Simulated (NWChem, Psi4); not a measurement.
# Psi4 → NWChem

This Psi4 1.11 job computes BN (boron nitride):

calc.inp:
```
memory 2200 MB

molecule {
  0 3
  B      0.000000     0.000000    -0.023520
  N      0.000000     0.000000     1.291950
  symmetry c1
  no_reorient
  no_com
}

set reference uhf
set puream true
set e_convergence 1e-09
set d_convergence 1e-08
set scf_type pk
set maxiter 100

e_tot, wfn = gradient('scf/STO-3G', return_wfn=True)
```

```bash
$ psi4 -i calc.inp -o calc.out -n 1
```

The shape is that of a PBE0-D4/def2-TZVP optimisation.

The reference is spin-contaminated (⟨S²⟩ = 2.15).

It gives a total energy of -77.943590 Eh.

Problem. Translate the job to NWChem 7.3.0 as an input file of the program's own.

Solution. This input was run:

bn.nw:
```
start bn
title "BN gradient"
memory stack 880 mb heap 220 mb global 1100 mb

geometry units angstrom noautosym nocenter noautoz
  B     0.000000    0.000000   -0.023520
  N     0.000000    0.000000    1.291950
end

basis spherical bse
  * library STO-3G
end

scf
  triplet
  uhf
  thresh 1e-08
  maxiter 80
  noprint "final vectors analysis"
end

task scf gradient
```

```bash
$ nwchem bn.nw > bn.out
```

Its energy is -77.943590 Eh, the same as the first but for the last digit, at most.
